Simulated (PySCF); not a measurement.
Cartesian coordinates in Å; atom numbers follow the order of the lines, from 1:
```xyz
15

C     2.4441   -0.7973   -0.0610
C     1.3764   -0.0161   -0.0956
C     0.7278    1.1855   -0.6222
C    -0.0010    0.2288    0.3275
C    -1.1361   -0.6201   -0.1875
N    -2.3835    0.1136   -0.1282
H     3.3477   -0.5483   -0.6250
H     2.4553   -1.7144    0.5351
H     1.0298    2.1669   -0.2408
H     0.4234    1.1872   -1.6763
H    -0.1573    0.6020    1.3476
H    -1.2267   -1.5148    0.4520
H    -0.8547   -0.9934   -1.1968
H    -3.1540   -0.4558   -0.4704
H    -2.3341    0.9311   -0.7337
```

Geometry: PBE0-D3(BJ)/def2-SVP; GIAO absolute shieldings from PySCF, gas phase, non-relativistic, averaged over equivalent atoms.

At LDA/pcSseg-1 (147 basis functions, 16 s wall time on 1 thread of an x86-64 server CPU, shared host):
```json
{"atoms": "C2", "σ (ppm)": "31.8"}
{"atoms": "C1", "σ (ppm)": "65.6"}
{"atoms": "C5", "σ (ppm)": "127.6"}
{"atoms": "C4", "σ (ppm)": "156.6"}
{"atoms": "C3", "σ (ppm)": "168.1"}
{"atoms": "N6", "σ (ppm)": "228.9"}
{"atoms": "H8", "σ (ppm)": "24.99"}
{"atoms": "H7", "σ (ppm)": "25.06"}
{"atoms": "H12", "σ (ppm)": "27.43"}
{"atoms": "H13", "σ (ppm)": "28.56"}
{"atoms": "H11", "σ (ppm)": "29.05"}
{"atoms": "H9", "σ (ppm)": "29.52"}
{"atoms": "H10", "σ (ppm)": "30.19"}
{"atoms": "H14/H15", "σ (ppm)": "30.52"}
```

What do these become at mPW1PW91/pcSseg-1?

Answers


| atoms | σ at mPW1PW91/pcSseg-1 | change |
| --- | --- | --- |
| C2 | 40.5 | +8.7 |
| C1 | 71.7 | +6.1 |
| C5 | 134.2 | +6.6 |
| C4 | 163.3 | +6.7 |
| C3 | 173.0 | +4.9 |
| N6 | 228.8 | -0.1 |
| H8 | 25.55 | +0.56 |
| H7 | 25.60 | +0.54 |
| H12 | 28.19 | +0.76 |
| H13 | 29.35 | +0.79 |
| H11 | 29.72 | +0.67 |
| H9 | 30.10 | +0.58 |
| H10 | 30.73 | +0.54 |
| H14/H15 | 30.98 | +0.46 |

The largest change is at C2 (fully substituted alkene carbon). Cost: 147 basis functions, 12 s wall time on 1 thread of an Arm Neoverse V1, shared host. The order of the carbon signals is the same at both levels.
